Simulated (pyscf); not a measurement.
Single points on ωB97X-D3(BJ)/def2-SVP structures (PySCF, gas phase).

Q: Estimate the classical barrier height and the reaction energy of [H₃C–Ga–CH₃]• + HF → CH₄ + [H₃C–Ga–F]• at ωB97M-D3(BJ)/def2-TZVP. The step runs on the doublet surface, breaks C–Ga, F–H and forms C–H, F–Ga; take the separated reactants as zero.

A: ΔE‡ = 5.1 kcal/mol, ΔE = -33.2 kcal/mol. Zero-point energy shifts the barrier by 0.0 kcal/mol. It is a four-centre exchange, with an imaginary mode of 1034i cm⁻¹. On the reactant side the descent ends in a complex, 4.9 kcal/mol under the separated species and 10.4 kcal/mol under the saddle at ωB97X-D3(BJ)/def2-TZVP. This is the saddle that the search found; another between the same sides may lie lower. Elements up to Kr have no core potential and no relativistic terms here.
